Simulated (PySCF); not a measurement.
Potential energy curve for CN, doublet.

Computed with: UKS-PBE = unrestricted PBE/6-31G in PySCF 2.14.0; UHF/6-31G (PySCF); UKS-PBE0 = unrestricted PBE0/6-31G in PySCF; UMP2 = MP2 on UHF/6-31G, 2 core orbitals frozen (PySCF 2.14.0).

Energies are in kcal/mol, each relative to the lowest point of its own curve near equilibrium.

```
R / Å  UKS-PBE    UHF  UKS-PBE0   UMP2
-----  -------  -----  --------  -----
0.92     170.1  150.0     159.5  153.9
0.99      80.0   66.5      72.2   64.2
1.04      41.0   32.1      35.1   26.7
1.10      13.7    9.7      10.2    4.1
1.12       8.3    5.6       5.5    1.1
1.16       1.8    1.0       0.5    0.0
1.20       0.0    0.0       0.0    3.7
1.22       0.5    0.6       1.2    6.7
1.27       4.9    4.1       7.2   16.1
1.35      18.7   14.1      23.3   33.5
1.43      37.1   26.6      43.8   51.2
```

At the longest distance, 1.43 Å, UMP2 lies highest above its minimum (51.2 kcal/mol) and UHF lowest (26.6 kcal/mol).

The scan ran from 0.92 to 4.64 Å; beyond the distances shown one of the unrestricted levels run for this scan, shown here or not, changes its spin distribution in one step. The unrestricted determinant behind UHF, UMP2 is spin-contaminated at 1.04 to 1.43 Å (<S²> up to 2.1, against 0.75 for a pure doublet).
